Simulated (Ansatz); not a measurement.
Relaxing Tl₂Re

All numbers below come from Ansatz, DFT PBE, scalar-relativistic, plane waves, PAW. Cutoff 420 eV, Γ-centred k mesh, Gaussian smearing, no spin polarisation in the final step.

The start puts Tl₂Re on the rutile structure type (P4_2/mnm, No. 136), with Re in place of Ti, Tl in place of O, at a guessed volume.

```yaml
crystal:
  lattice:
    - [6.20952, 0.00000, 0.00000]
    - [0.00000, 6.20952, 0.00000]
    - [0.00000, 0.00000, 3.99956]
  atoms:
    - { symbol: Tl, position: [0.30600, 0.30600, 0.00000] }
    - { symbol: Tl, position: [0.19400, 0.80600, 0.50000] }
    - { symbol: Tl, position: [0.69400, 0.69400, 0.00000] }
    - { symbol: Tl, position: [0.80600, 0.19400, 0.50000] }
    - { symbol: Re, position: [0.00000, 0.00000, 0.00000] }
    - { symbol: Re, position: [0.50000, 0.50000, 0.50000] }
```

Cell and atoms relax at zero pressure; the relaxation can't lower the symmetry of the start. After a coarse first stage the cell is made exact in the group found at 0.06 Å.

Formation energies are uncorrected and refer to the elements' standard structures at the same level.

Problem. What does it relax into?

Solution. It keeps P4_2/mnm (No. 136), but not the shape of the type it started on. Conventional cell: a = 7.378 Å, c = 2.926 Å. Tl is coordinated by 3 Re at 2.76–2.86 Å and 2 Tl at 2.93 Å; Re is coordinated by 6 Tl at 2.76–2.86 Å and 2 Re at 2.93 Å.

```xyz
6
Lattice="7.3778 0.0000 0.0000 0.0000 7.3778 0.0000 0.0000 0.0000 2.9265" Properties=species:S:1:pos:R:3 pbc="T T T"
Tl    1.9523    1.9523    0.0000
Tl    1.7366    5.6412    1.4632
Tl    5.4255    5.4255    0.0000
Tl    5.6412    1.7366    1.4632
Re    0.0000    0.0000    0.0000
Re    3.6889    3.6889    1.4632
```

Problem. What are its volume, energy, density and gap?

Solution. The volume per atom is 26.55 Å³ and the density is 12.40 g/cm³. The energy over the elements is 0.93 eV/atom. The gap on the 6×6×12 mesh is 0 eV (a metal).

The final run used a 6×6×12 mesh on its 6-atom cell and 0.10 eV smearing. For metals, differences of a few meV/atom aren't resolved. Spin–orbit coupling is left out. Symmetry constrained the relaxation, so the result can be a saddle point.

Cost: 4 runs of about 4 core-minutes in all, on Arm Neoverse V2 (shared hosts).